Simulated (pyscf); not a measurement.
Single points on ωB97X-D3(BJ)/def2-SVP structures (PySCF, gas phase).

Q: Estimate by transition-state theory the rate constant of HO–SiH₂–O–SiH₂–OH (SMILES O[SiH2]O[SiH2]O) + H₂ (SMILES [H][H]) → HO–SiH₂–OH (SMILES O[SiH2]O) + HO–SiH₃ (SMILES O[SiH3]) (singlet surface; O–Si, H–H broken, H–O, H–Si formed) at 1200 K, with ωB97M-D3(BJ)/def2-TZVP energies (ideal gas, 1 atm, RRHO with modes under 100 cm⁻¹ raised to 100, one conformer, R ln 2 for rigid chiral ones; no tunnelling).

A: The electronic barrier is 55.0 kcal/mol and the thermal terms add +40.8, so ΔG‡ = 95.8 kcal/mol. With k_BT/h = 2.50e+13 s⁻¹ and RT = 2.385 kcal/mol, and a volume of 1.64e-19 cm³ per molecule at 1 atm, k = 1.5e-23 cm³ molecule⁻¹ s⁻¹. Wigner's tunnelling factor for 1242i cm⁻¹ would be 1.09. A shift of 1 kcal/mol in the barrier changes k by a factor 1.5. On the product side the descent ends in a complex (not fully relaxed), 7.0 kcal/mol under the separated species and 35.0 kcal/mol under the saddle at ωB97X-D3(BJ)/def2-TZVP. One saddle was located; it need not be the lowest between these sides.
